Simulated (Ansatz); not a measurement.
**Al2H2+ (quartet): wave-function methods side by side, def2-TZVPP**

One table from this session's results is given with a row withheld; the runs are named, their logs left out.

Program: Ansatz 0.2.0, Gaussian basis. Level of theory: def2-TZVPP, core rule «outside noble gas», up to 10 orbitals frozen. These are calculated values, not measurements.

To be run: UHF; ROHF; CCSD(T) on UHF.

2 further runs of the same task are left out: 2 set aside as unsound or not needed.

## The system

The geometry is a PBE0/def2-TZVP stationary point (not a proven minimum) of the parent state, kept for this charge and spin.

4 atoms, charge 1, spin multiplicity 4.

Atoms are counted from 1 here; the program's logs count them from 0.

Bond lengths: Al1–Al2 2.300 Å, Al1–H3 1.575 Å, Al2–H4 1.575 Å. Angles: Al2–Al1–H3 180.0°, Al1–Al2–H4 180.0°.

The first run:

The input, in.yaml:

```yaml
crystal:
  periodic: [false, false, false]
  atoms:
    - {symbol: Al, position_ang: [0.000000, 0.000000, 1.150006]}
    - {symbol: Al, position_ang: [0.000000, 0.000000, -1.150006]}
    - {symbol: H, position_ang: [0.000000, 0.000000, 2.724549]}
    - {symbol: H, position_ang: [0.000000, 0.000000, -2.724549]}
basis:
  gaussian: {orbitals: def2-TZVPP}
total_charge: 1
magnetization: {spin_polarized: true, initial_magnetization: 3}
hamiltonian: {xc: hf}
output: {orbitals: {seedname: orbitals}}
```

Launch:

```sh
$ ansatz run in.yaml --threads 1 --pin off --events-out ev --progress --plain --max-ram 4096MiB --backend cpu
```

Among the steps run: UHF; ROHF; CCSD(T) on UHF.

One of the session's tables, all rows but one given; the rest of the session is left out.

| method | from UCCSD(T) (kcal/mol) |
| --- | --- |
| ROHF | +78.33 |
| UHF | +77.81 |
| UMP2 | +21.99 |
| UCCSD | ? |
| UCCSD(T) | 0 |

**Question.** Estimate the row for UCCSD.

As computed: from UCCSD(T) (kcal/mol): +2.89. In the column «from UCCSD(T) (kcal/mol)» it lies between UCCSD(T) (0) and UMP2 (+21.99).
